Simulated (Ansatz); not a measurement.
Process, species as SMILES: C (CH4) → [CH3-] + H+
B3LYP-D3(BJ)/def2-TZVP geometries, fixed; electronic energies without zero-point terms.
Largest species:
```xyz
5

C      0.0000     0.0000     0.0000
H      0.6205     0.6269     0.6390
H     -0.6429    -0.6249     0.6185
H      0.6369    -0.6328    -0.6166
H     -0.6146     0.6308    -0.6409
```
Charge 0, spin multiplicity 1.

Effect of a fitting basis named in the input at MP2/cc-pVTZ with Ansatz (a program for electronic structure), against the last row, where the deprotonation energy is 437.39 kcal/mol. Cores are frozen. The default fits or decomposes integrals by the program's own choice; accuracy: high also tightens integrals, grids and stops.

```csv
setting,largest shift of a total energy (mEh),shift of the deprotonation energy (kcal/mol)
fitting: def2-universal-jkfit and def2-SVP-RIFIT,-0.228,-0.166
fitting: def2-universal-jkfit and cc-pVDZ-RIFIT,0.485,-0.194
fitting: def2-universal-jkfit and cc-pVTZ-RIFIT,0.070,0.011
fitting: def2-universal-jkfit and aug-cc-pVTZ-RIFIT,0.049,0.005
fitting: def2-universal-jkfit and cc-pVQZ-RIFIT,0.057,0.011
fitting: def2-universal-jkfit and aug-cc-pVQZ-RIFIT,0.040,0.008
accuracy: high,-0.002,-0.001
accuracy: medium (default),0.000,0.000
```

Within 0.05 kcal/mol in the deprotonation energy: fitting: def2-universal-jkfit and cc-pVTZ-RIFIT; fitting: def2-universal-jkfit and aug-cc-pVTZ-RIFIT; fitting: def2-universal-jkfit and cc-pVQZ-RIFIT; fitting: def2-universal-jkfit and aug-cc-pVQZ-RIFIT; accuracy: high. The largest shift is 0.485 mEh in a total energy and 0.194 kcal/mol in the difference.
